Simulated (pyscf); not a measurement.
This saddle point was located with ωB97X-D3(BJ)/def2-SVP in PySCF.

```
Ge
F 1 1.7361
F 1 1.7546 2 102.66
O 1 1.9095 2 98.93 3 -100.82
H 4 0.9688 1 114.60 2 27.02
H 4 1.2015 5 117.42 1 91.26
F 6 1.1642 4 139.85 5 -120.53
```
Charge 0, spin multiplicity 2.

Surface: doublet, charge 0. Lowest wavenumbers (cm⁻¹): 727i, 99, 173, 224, 253.

**Question.** What reaction is this the transition state of?

**Answer.** F–Ge•(F)–F + H₂O <-> HF + HO–Ge•(F)–F, a four-centre exchange read from left to right: F–Ge, H–O broken and F–H, Ge–O formed. At ωB97M-D3(BJ)/def2-TZVP it lies +35.1 kJ/mol from the left side and +13.5 kJ/mol from the right (each side as separated species at their lowest minima found). On the reactant side the descent ends in a complex, 26.5 kJ/mol under the separated species and 60.5 kJ/mol under the saddle at ωB97X-D3(BJ)/def2-TZVP. On the product side the descent ends in a complex, 26.1 kJ/mol under the separated species and 40.4 kJ/mol under the saddle at ωB97X-D3(BJ)/def2-TZVP. This is the saddle that the search found; another between the same sides may lie lower. Elements up to Kr have no core potential and no relativistic terms here.
